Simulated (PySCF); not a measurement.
Species: C3H3ClN2.
Structure used (PBE0-D3(BJ)/def2-SVP), in Å, numbered top down from 1:
```
atom  x, y, z in Å
Cl1    1.9837   -0.6687   -0.0052
C2     0.2820   -0.6249   -0.1897
C3    -0.4978    0.5075   -0.5176
C4    -1.7863    0.0128   -0.5427
N5    -1.6927   -1.3030   -0.2461
N6    -0.4466   -1.7134   -0.0268
H7    -0.1582    1.5218   -0.7048
H8    -2.7407    0.4932   -0.7471
H9    -2.4483   -1.9719   -0.1748
```

The calculation used EOM-IP-CCSD/aug-cc-pVDZ in PySCF, restricted Hartree–Fock reference, frozen core, non-relativistic, gas phase, PBE0-D3(BJ)/def2-SVP geometry.

Hartree–Fock orbital energies give these Koopmans values (eV): HOMO 9.79, HOMO-1 9.96, HOMO-2 12.43, HOMO-3 13.18, HOMO-4 13.61, HOMO-5 15.64, HOMO-6 16.69, HOMO-7 17.09.

**Question.** What vertical ionisation energies does EOM-IP-CCSD give?

**Answer.** 
```csv
leading hole (HF orbital),Koopmans (eV),EOM-IP-CCSD (eV),change (eV),one-hole share
HOMO,9.79,9.29,-0.50,0.95
HOMO-1,9.96,9.71,-0.25,0.95
HOMO-3,13.18,11.02,-2.16,0.94
HOMO-2,12.43,11.56,-0.87,0.95
HOMO-4,13.61,12.55,-1.06,0.94
HOMO-5,15.64,14.32,-1.32,0.95
HOMO-6,16.69,15.17,-1.52,0.93
HOMO-7,17.09,15.59,-1.50,0.95
```

**Question.** Does the order of the lines follow the orbital energies?

**Answer.** No: the HOMO-3 hole (11.02 eV) falls below the HOMO-2 hole (11.56 eV). The corrections run from -2.16 to -0.25 eV, with a mean of -1.15 eV over the 8 lines; no line lies above its Koopmans value.

**Question.** At what kinetic energies would He I light (21.22 eV) eject these electrons?

**Answer.** 11.93 eV (HOMO), 11.51 eV (HOMO-1), 10.20 eV (HOMO-3), 9.66 eV (HOMO-2), 8.67 eV (HOMO-4), 6.90 eV (HOMO-5), 6.05 eV (HOMO-6), 5.63 eV (HOMO-7).

One root was sought for each valence orbital with −ε under 21 eV, eight at most, so deeper holes and satellites are missing; no vibrational structure.
